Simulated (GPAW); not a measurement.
# r2SCAN/plane waves (scalar-relativistic datasets) run of [BH4]− (borohydride)

We compute ionisation energies of [BH4]− (borohydride). The job is set up through an ASE script.

The results are computed with GPAW 26.7.0.

2 further runs of the same task are left out: 2 that didn't finish.

**1. The structure to begin with**

The species is [BH4]− (5 atoms), meant as a singlet with charge -1. As SMILES, `[BH4-]`. Geometry: relaxed at GFN2-xTB.

Bond lengths: B1–H2 1.228 Å, B1–H3 1.229 Å, B1–H4 1.229 Å, B1–H5 1.229 Å. Angles: H2–B1–H3 109.5°, H2–B1–H4 109.5°, H2–B1–H5 109.5°, H3–B1–H4 109.4°, H3–B1–H5 109.4°, H4–B1–H5 109.5°.

**2. Ionisation energies at r2SCAN/plane waves (scalar-relativistic datasets)**

File mol.sdf:

```

     RDKit          3D

  5  4  0  0  0  0  0  0  0  0999 V2000
    0.0001    0.0002   -0.0001 B   0  0  0  0  0  0  0  0  0  0  0  0
    0.6837    0.9970    0.2177 H   0  0  0  0  0  0  0  0  0  0  0  0
    0.7263   -0.9885   -0.0671 H   0  0  0  0  0  0  0  0  0  0  0  0
   -0.6004    0.1397   -1.0634 H   0  0  0  0  0  0  0  0  0  0  0  0
   -0.8097   -0.1484    0.9129 H   0  0  0  0  0  0  0  0  0  0  0  0
  2  1  1  0
  3  1  1  0
  4  1  1  0
  5  1  1  0
M  CHG  1   1  -1
M  END
$$$$
```

File mol_ipea.py:

```python
from ase.io import read
from gpaw import GPAW, PW

atoms = read('mol.sdf')
atoms.center(vacuum=5.5)

energies = {}
for name, charge, unpaired in [('start', -1, 0), ('oxidised', 0, 1)]:
    atoms.set_initial_magnetic_moments([unpaired / len(atoms)] * len(atoms))
    calc = GPAW(mode=PW(500),
                occupations={'name': 'fermi-dirac', 'width': 0.0, 'fixmagmom': unpaired > 0},
                symmetry='off',
                maxiter=100,
                mixer={'name': 'pulay', 'beta': 0.1, 'nmaxold': 5, 'weight': 1.0},
                xc='MGGA_X_R2SCAN+MGGA_C_R2SCAN',
                charge=charge,
                txt=f'{name}.txt')
    atoms.calc = calc
    energies[name] = atoms.get_potential_energy()
    print(f'{name:10} {energies[name]:12.5f} eV')

ip = energies['oxidised'] - energies['start']
print(f'Vertical IP = {ip:.3f} eV')
```

The run is started by

```bash
$ python3 mol_ipea.py
```

The log of the run:

```text
start         -22.00213 eV
oxidised      -17.77832 eV
Vertical IP = 4.224 eV
```

start.txt, cut to the lines that bear on the results:

```text
[...]
  mode=PW(ecut=500.0),
[...]
|iter     |     time |      energy | eigst |  dens |
[...]
|iter:   1| 00:00:03 |  -23.688346 | +0.40 |       |
[...]
|iter:  13| 00:00:35 |  -22.002132c| -7.98c| -4.37c|
Converged in 13 steps
[...]
Energy contributions relative to reference atoms: (reference = -719.450216)
Energy contributions:
  Kinetic:          20.113451
  Coulomb:         -18.251347
  Zero:             -0.003580
  External:          0.000000
  Xc:              -23.860656
  Entropy:           0.000000
  Spinorbit:         0.000000
  ----------------------------
  Free energy:     -22.002132
  Extrapolated:    -22.002132
dipole moment: (-6.309752, -6.488278, -6.564303)  # |e|*Ang
Fermi level: 0.619
Eigenvalues  # (at kpt = [0.000, 0.000, 0.000])
| band index |      eig [eV] | occ [0-2] |
|------------|---------------|-----------|
|          0 |        -6.139 |     2.000 |
|          1 |        -0.913 |     2.000 |
|          2 |        -0.911 |     2.000 |
[... 4 lines of this table left out ...]
|          7 |         3.117 |     0.000 |
Gap: 3.053 eV
Transition (v -> c):
  (s=0, k=0, n=3, [0.00, 0.00, 0.00]) -> (s=0, k=0, n=4, [0.00, 0.00, 0.00])
No difference between direct/indirect transitions
vacuum-level: 1.844  # V
```

oxidised.txt, cut to the lines that bear on the results:

```text
[...]
  mode=PW(ecut=500.0),
[...]
Converged in 32 steps
[...]
dipole moment: (-0.000422, -0.001104, 0.001142)  # |e|*Ang
Total magnetic moment: (0.000000, 0.000000, 1.000000)
Local magnetic moments
|        x |        y |        z |
|----------|----------|----------|
| 0.000000 | 0.000000 | 0.087629 |  # B    0
| 0.000000 | 0.000000 | 0.070159 |  # H    1
| 0.000000 | 0.000000 | 0.071041 |  # H    2
| 0.000000 | 0.000000 | 0.070086 |  # H    3
| 0.000000 | 0.000000 | 0.071367 |  # H    4
Fermi levels: -3.795, -7.880
Eigenvalues  # (at kpt = [0.000, 0.000, 0.000])
| band index |      eig [eV] | occ [0-1] |      eig [eV] | occ [0-1] |
|------------|---------------|-----------|---------------|-----------|
|          0 |       -14.547 |     1.000 |       -13.430 |     1.000 |
|          1 |        -9.618 |     1.000 |        -8.242 |     1.000 |
|          2 |        -8.912 |     1.000 |        -8.241 |     1.000 |
[... 4 lines of this table left out ...]
|          7 |         0.860 |     0.000 |         0.863 |     0.000 |
Gap: 7.449 eV
Transition (v -> c):
[...]
timing:  # [seconds]
  Total: 160.559  # ━━━━━━━━━━━━━━━━━━━━━━━━━━━━━━━━━━━━━━━━━━━━━━━━━━━━━━━━━
  Init:    3.292  # ━
  SCF:   157.199  # ━━━━━━━━━━━━━━━━━━━━━━━━━━━━━━━━━━━━━━━━━━━━━━━━━━━━━━━━
Max RSS: 1298.344  # MiB
```

Run time: 3.3 min. Hardware: 1 thread of Arm Neoverse V2, shared host; peak memory 1.3 GiB.

**3. Summary of results**

Level: r2SCAN/plane waves (scalar-relativistic datasets).

| quantity | value |
| --- | --- |
| first ionisation energy | 4.22 eV |
